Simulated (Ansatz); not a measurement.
# BHOSi: the cost of one run

Program: Ansatz 0.2.0, Gaussian basis. Level of theory: def2-QZVPP, core rule «outside noble gas», up to 7 orbitals frozen. These are calculated values, not measurements.

The runs, in order: UHF; ROHF; CCSD(T) on UHF.

2 further runs of the same task are left out: 2 set aside as unsound or not needed.

### Step 1. The geometry

The geometry is a PBE0/def2-TZVP stationary point (not a proven minimum) of the parent state, kept for this charge and spin.

4 atoms, charge 0, spin multiplicity 5.

Atoms are counted from 1 here; the program's logs count them from 0.

Bond lengths: O1–B2 1.283 Å, O1–Si3 1.900 Å, B2–Si3 2.089 Å, B2–H4 1.185 Å. Angles: B2–O1–Si3 79.4°, O1–B2–Si3 63.4°, O1–B2–H4 146.8°, Si3–B2–H4 149.8°, O1–Si3–B2 37.1°.

### Step 2. UHF

Contents of in.yaml:

```yaml
crystal:
  periodic: [false, false, false]
  atoms:
    - {symbol: O, position_ang: [0.000000, -0.676845, 0.785054]}
    - {symbol: B, position_ang: [0.000000, 0.567200, 1.099112]}
    - {symbol: Si, position_ang: [0.000000, 0.118108, -0.941049]}
    - {symbol: H, position_ang: [0.000000, 1.369113, 1.971283]}
basis:
  gaussian: {orbitals: "def2-QZVPP.json"}
magnetization: {spin_polarized: true, initial_magnetization: 4}
hamiltonian: {xc: hf}
output: {orbitals: {seedname: orbitals}}
```

Command:

```bash
$ ansatz run in.yaml --threads 1 --pin off --events-out ev --progress --plain --max-ram 2393MiB
```

**Question.** How long does this run take on 1 thread of Arm Neoverse V2, shared host, and how much memory does it need?

About 7 s, with a peak of 0.41 GiB.
